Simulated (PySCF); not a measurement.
ethanol (C2H6O), SMILES CCO. Atoms are numbered in the order given.

```xyz
9

C     -1.2026     0.1412     0.2462
C      0.0688    -0.4315    -0.3570
O      1.2325     0.3079     0.0027
H     -2.0772    -0.4203    -0.0908
H     -1.3277     1.1856    -0.0433
H     -1.1760     0.0895     1.3383
H      0.1808    -1.4866    -0.0769
H      0.0264    -0.3871    -1.4462
H      1.3164     0.2972     0.9623
```

Geometry optimised at B3LYP-D3(BJ)/def2-TZVP. Other conformers were not sampled.

Two levels are set side by side: PBE/pcJ-1 (PySCF) and B3LYP/pcJ-1 (PySCF). One-bond couplings, all four terms, same geometry. Isotopes: 13C, 17O, 1H. Differences are taken from unrounded values.

| quantity | B3LYP |
|---|---|
| ¹J(C1,C2) (Hz) | 38.0 |
| ¹J(C1,H4) (Hz) | 128.4 |
| ¹J(C1,H5) (Hz) | 135.4 |
| ¹J(C1,H6) (Hz) | 129.9 |
| ¹J(C2,H7) (Hz) | 143.0 |
| ¹J(C2,H8) (Hz) | 149.2 |

Task: What does PBE give, and how far is it from B3LYP? (An estimate is asked for; the answer gives what the named calculation found.)

Result: 
```tsv
quantity	PBE	PBE minus B3LYP
¹J(C1,C2) (Hz)	31.0	-7.0
¹J(C1,H4) (Hz)	116.9	-11.5
¹J(C1,H5) (Hz)	123.9	-11.5
¹J(C1,H6) (Hz)	118.9	-10.9
¹J(C2,H7) (Hz)	130.3	-12.7
¹J(C2,H8) (Hz)	137.1	-12.1
```

Rough cost on one machine, each run with all the roots and properties that it gave: B3LYP against PBE about 2 times.
